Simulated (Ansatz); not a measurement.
Relaxation of BFH2 (4 atoms, charge 0, multiplicity 1), to a largest force component of 0.03 eV/Å in at most 50 steps.

The calculation used Ansatz, RHF/def2-TZVP.

```xyz
4
Properties=species:S:1:pos:R:3
B -0.252 0.000 -0.856
F 1.115 0.000 1.269
H 1.679 0.000 0.554
H -1.306 0.000 -0.254
```

Task: Where does it end, and by what steps?

Result: The run converged. After 12 steps the energy has fallen by 0.240 eV; F2 moved furthest, 0.94 Å.

| step | energy less start (eV) | largest force component (eV/Å) | accepted |
| --- | --- | --- | --- |
| 0 | 0.0000 | 0.297 | yes |
| 1 | -0.0290 | 0.238 | yes |
| 2 | -0.0222 | 1.705 | no |
| 3 | -0.0373 | 0.428 | yes |
| 4 | -0.0498 | 0.186 | yes |
| 5 | -0.0412 | 1.907 | no |
| 6 | -0.0642 | 0.208 | yes |
| 7 | -0.0774 | 0.619 | yes |
| 8 | -0.1122 | 0.470 | yes |
| 9 | -0.1732 | 0.450 | yes |
| 10 | -0.2194 | 0.324 | yes |
| 11 | -0.2331 | 0.225 | yes |
| 12 | -0.2404 | 0.013 | yes |

```xyz
4
Properties=species:S:1:pos:R:3
B -0.551 0.000 -0.394
F 2.057 0.000 1.332
H 1.297 0.000 0.825
H -1.567 0.000 -1.049
```

The run took 5.5 s on 1 thread of Arm Neoverse V1 (shared host), peak memory 0.11 GiB.
